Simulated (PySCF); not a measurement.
Dipole moment and polarisability of 1-methoxybutane

1-methoxybutane, C₅H₁₂O.
Numbering: `[CH3:1][CH2:2][CH2:3][CH2:4][O:5][CH3:6]` (hydrogens: H7, H8, H9 on C1; H10, H11 on C2; H12, H13 on C3; H14, H15 on C4; H16, H17, H18 on C6)

Cartesian coordinates in Å at the GFN2-xTB level; atoms count from 1:
```
atom  x, y, z in Å
C1    -2.3158    1.0628   -0.5184
C2    -1.2756    0.0874    0.0174
C3    -0.2814   -0.3331   -1.0621
C4     0.7811   -1.2915   -0.5147
O5     1.5452   -0.7735    0.5503
C6     2.4677    0.2195    0.1820
H7    -2.8805    0.6098   -1.3308
H8    -3.0122    1.3483    0.2665
H9    -1.8388    1.9648   -0.8970
H10   -0.7285    0.5458    0.8431
H11   -1.7749   -0.8019    0.4079
H12   -0.8055   -0.8397   -1.8752
H13    0.2011    0.5529   -1.4805
H14    0.2943   -2.1784   -0.0996
H15    1.4480   -1.6057   -1.3335
H16    3.0866    0.4023    1.0587
H17    1.9768    1.1547   -0.1092
H18    3.1035   -0.1181   -0.6461
```

Level: PBE0/def2-SVPD (PySCF), static field, nuclei fixed, core orbitals frozen in the response. The polarisability tensor in these axes (au):

```
x   75.83 -2.49  1.73
y   -2.49 65.21  1.15
z    1.73  1.15 62.42
```

Question: Diagonalise the tensor; give its mean and Δα, where Δα² is half the sum of the squared differences of the eigenvalues.

Answer: Principal values 61.55, 65.37 and 76.53 au; mean 67.82 au = 10.05 Å³ = 11.18 × 10⁻⁴⁰ C²·m²/J; Δα = 13.48 au (20 % of the mean).

Question: What is the dipole moment, and where does it point?

Answer: (0.04, 0.45, -1.12) D, 1.21 D in size, pointing from the negative to the positive side. Measured along this direction, the outermost atoms are O5, H16, H11 and H14 at the negative end and H13 and H9 at the positive end.

Question: Traceless (Buckingham) quadrupole moment about the centre of nuclear charge: eigenvalues?

Answer: -5.54, 0.81, 4.72 D·Å. The values depend on the origin, since the dipole doesn't vanish. The electronic extent ⟨r²⟩ about the same centre is 845 bohr², a root-mean-square distance of 2.18 Å for the 50 electrons.

Question: Find the Langevin capture rate constant for H3+ (3.023 u) meeting this molecule (88.089 u), k = 2.342 × 10⁻⁹ cm³/s × √(α in Å³ / reduced mass in u).

Answer: The reduced mass is 2.92 u, so k = 4.34 × 10⁻⁹ cm³/s. The formula leaves out the permanent dipole, which adds to the capture rate.

Question: Rayleigh depolarisation ratio (linearly polarised light, static tensor)?

Answer: ρ = 3Δα²/(45ᾱ² + 4Δα²) = 545.4/(206977 + 727.3) = 0.00263.

Question: Along which axes do the principal values lie, and how far do the nuclei extend along each?

Answer: Largest value along (0.97, -0.20, 0.10), where the nuclei span 6.21 Å; middle along (0.14, 0.89, 0.43), 3.20 Å; least along (-0.18, -0.40, 0.90), 2.60 Å. The response follows the extents in order.

Geometry: GFN2-xTB, one conformer, isolated molecule.

These values come from a run that also computed excited states. Hardware: one thread of an Arm Neoverse V1, no GPU, shared host. Cost: 34 s of wall time.
